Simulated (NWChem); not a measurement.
C2H3, doublet; SMILES [CH]=C

All runs: NWChem. Spin-unrestricted. In the optimisation the excess spin sits in a' (Cs, its own frame). Coordinates come from a PBE0-D3(BJ)/def2-TZVP, spin-unrestricted optimisation. No stability test was run on the SCF state.

Task: Taking CAM-B3LYP/def2-TZVPP as the yardstick, which of these has the fewest basis functions while keeping “highest occupied level (eV)” within 0.05 eV of it: CAM-B3LYP/def2-SVPD; CAM-B3LYP/def2-TZVP; CAM-B3LYP/def2-SVP; CAM-B3LYP/STO-3G; CAM-B3LYP/def2-TZVPD?

Result: CAM-B3LYP/def2-SVPD.
```
level                 basis functions  highest occupied level (eV)
--------------------  ---------------  ---------------------------
CAM-B3LYP/STO-3G                   13                        -6.32
CAM-B3LYP/def2-SVP                 43                        -8.17
CAM-B3LYP/def2-SVPD                64                        -8.29
CAM-B3LYP/def2-TZVP                80                        -8.29
CAM-B3LYP/def2-TZVPD              101                        -8.30
CAM-B3LYP/def2-TZVPP              104                        -8.29
```

The yardstick is one finite set, not the basis-set limit.
